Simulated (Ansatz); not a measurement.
Ideal-gas functions of H6N2Si, SMILES `NN[SiH3]` at 800 K and 1 bar, from an Ansatz frequency run at PBE0-D4/def2-TZVP.

Molar mass 62.15 g/mol, point group Cs (symmetry number 1), electronic degeneracy 1, moments of inertia 16.285, 93.605, 101.383 u Å². Harmonic wavenumbers (cm⁻¹, unscaled): 83, 147, 247, 453, 667, 720, 832, 910, 915, 952, 996, 1209, 1322, 1415, 1689, 2179, 2201, 2231, 3484, 3567, 3646.

Use S(trans) = R[1.5 ln M + 2.5 ln T − 1.1517]; rotational temperatures θ = 24.2544 K / I; S(rot) = R[ln(√π/σ · √(T³/θAθBθC)) + 1.5]; for each mode x = 1.438777 ν̃/T, S = R[x/(eˣ − 1) − ln(1 − e⁻ˣ)] and H = RT x/(eˣ − 1); 1 cm⁻¹ = 0.0119627 kJ/mol; R = 8.31446 J/(mol·K).

Task: By hand: the entropy, in J/(mol·K).

Result: Translation 180.9. Rotation: θ = 1.4894, 0.2591, 0.2392 K, giving 110.5. Vibration, mode by mode: 24.14, 19.40, 15.13, 10.24, 7.28, 6.72, 5.70, 5.09, 5.05, 4.79, 4.50, 3.32, 2.83, 2.48, 1.68, 0.83, 0.80, 0.77, 0.11, 0.10, 0.09, in all 121.1. Electronic 0.0. Sum 412.5 J/(mol·K).

Task: By hand: H − E and G − E in kJ/mol, counted from the electronic energy.

Result: Zero-point energy ½ × 29865 × 0.0119627 = 178.6; thermal vibration 48.9; translation, rotation and pV give 4 RT = 26.6. H − E = 254.1 kJ/mol, and G − E = 254.1 − 800 × 412.5/1000 = -75.9 kJ/mol.

Vibration gives 29 % of the entropy, 43.5 J/(mol·K) of it from the modes under 150 cm⁻¹: soft modes count most, and the harmonic formula is weakest for them. The sum counts one conformer and one mirror image; others add a mixing term.
